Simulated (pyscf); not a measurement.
Single points on ωB97X-D3(BJ)/def2-SVP structures (PySCF, gas phase).

Task: How much does it cost (ΔH, 298 K, ωB97M-D3(BJ)/def2-TZVP) to split O=W(OH)(F)(F)–F at its F–W bond into [O=W(OH)(F)–F]• + F•?

Result: F–W to [O=W(OH)(F)–F]• + F•: 5.28 eV. The 7 functionals that were run give +5.17 (M06-2X) to +5.75 eV (PBE). The radicals are drawn with the spin at the cut bond; how far it spreads was not checked. Other isomers of [O=W(OH)(F)–F]• were not searched in full and may lie lower. Left out: the spin-orbit lowering of F. Open-shell species with a d-block atom are single-reference here; other states, and whether the spin sits on metal or ligand, were not checked. Elements past Kr carry the def2 core potentials, without spin-orbit coupling.
